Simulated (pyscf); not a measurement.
This saddle point was located with ωB97X-D3(BJ)/def2-SVP in PySCF.

```xyz
4

Ga     0.4266    -0.1815    -0.4602
H      1.6783     0.5513     0.1110
H      1.1758    -0.1963     1.1813
H     -0.6231    -1.1648     0.1178
```
Charge 0, spin multiplicity 1.

Surface: singlet, charge 0. Lowest wavenumbers (cm⁻¹): 1368i, 546, 783, 1298, 2053.

Problem. What reaction is this the transition state of?

Solution. GaH₃ (SMILES [GaH3]) ⇌ GaH (SMILES [GaH]) [singlet] + H₂ (SMILES [H][H]), a 1,1-elimination read from left to right: Ga–H, Ga–H broken and H–H formed. At ωB97M-D3(BJ)/def2-TZVP it lies +60.9 kcal/mol from the left side and +41.8 kcal/mol from the right (each side as separated species at their lowest minima found). One saddle was located; it need not be the lowest between these sides. Elements up to Kr have no core potential and no relativistic terms here.
